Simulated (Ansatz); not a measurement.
SiC: pressure series

The reference is SiC in the zinc blende structure (space group F-43m, No. 216; a = 4.3797 Å).

Cell and atoms are relaxed at each pressure.

Calculations: PBE (Ansatz, a program for electronic structure), scalar-relativistic without spin-orbit coupling, earlier PAW set.

| pressure (GPa) | volume per atom (Å³/atom) |
|---|---|
| -2 | 10.602 |
| -1 | 10.551 |
| 0 | 10.501 |
| 0.3 | 10.487 |
| 0.7 | 10.467 |
| 1.5 | 10.429 |
| 3 | 10.359 |
| 5 | ? |
| 7.5 | 10.160 |

**Question.** Fit the third-order Birch–Murnaghan form P(V) = (3B₀/2)[(V₀/V)^(7/3) − (V₀/V)^(5/3)]·[1 + (3/4)(B₀′ − 4)((V₀/V)^(2/3) − 1)] (squares taken in P) to the rows shown and predict the withheld row.

**Answer.** Least squares on the printed values gives V₀ = 10.501 Å³/atom, B₀ = 214 GPa, B₀′ = 3.6; this predicts 10.268 Å³/atom, and the run gives 10.268 Å³/atom, in agreement.

Measured bulk modulus of SiC: 229.1 GPa (static lattice; corrected from measurement; as listed in Daniel Mejia-Rodriguez, S. B. Trickey, Phys. Rev. B (2018)); the computed value is 7 % below it.

Load acts through the strain it causes; cell and atoms are relaxed under it. Stability against distortions was not tested. Competing high-pressure phases were not computed.
